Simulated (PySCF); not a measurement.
Molecule: `[SiH3][SiH2]Cl`, ClH₅Si₂.

Bonds (- single, = double, # triple, : aromatic): Si1-Si2, Si2-Cl3. Si1 carries H4, H5, H6; Si2 carries H7, H8.

Frames of a GFN2-xTB Langevin trajectory at 300 K; GIAO PBE0/pcSseg-1 shieldings in PySCF 2.14, gas phase, non-relativistic; equivalent atoms averaged within each frame.

Shifts are taken against calculated references (same method and geometry level): 29Si (σref 349.16), 1H (σref 31.72) vs TMS; HCl for 35Cl (σref 949.78). The references are static minima.

How do the shifts (ppm) fluctuate along the trajectory?

Results:


```csv
time (fs),Si2,Si1,Cl3,H7/H8,H4/H5/H6
optimised geometry,-31.5,-114.0,-112,5.39,3.52
250,-28.4,-108.3,-101,5.83,4.03
425,-30.3,-103.7,-88,5.94,3.70
625,-31.2,-120.4,-92,5.74,2.83
800,-28.7,-90.8,-89,5.40,4.57
1000,-35.6,-105.9,-92,5.56,3.76
mean of frames,-30.8,-105.8,-92,5.70,3.78
standard deviation,2.9,10.6,5,0.22,0.63
```

5 frames give an uncertainty of the mean of about the standard deviation over 2.2 at best, since frames this close in time may not be independent; classical motion lacks zero-point vibration, and the reference would need the same averaging.
